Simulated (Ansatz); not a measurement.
Results of PBE-D3(BJ) in Ansatz (plane waves, PAW) for hexagonal BN.

Rigid layers of the crystal as relaxed at this level are moved apart or together:

```tsv
run	k mesh	layer repeat (Å)	energy against free layers (meV/Å²)	gap on the mesh (eV)
1	18×18×6	3.03	-16.19	4.091
2	18×18×6	3.18	-18.71	4.169
3	18×18×6	3.33	-19.24	4.245
4	18×18×6	3.53	-18.23	4.368
5	18×18×6	3.83	-15.28	4.491
6	18×18×4	4.33	-10.32	4.324
7	18×18×4	5.33	-4.48	4.107
8	18×18×4	7.33	-1.13	4.280
```

The lowest energy of these points lies at a layer repeat of 3.33 Å.

Ansatz is a first-principles code.
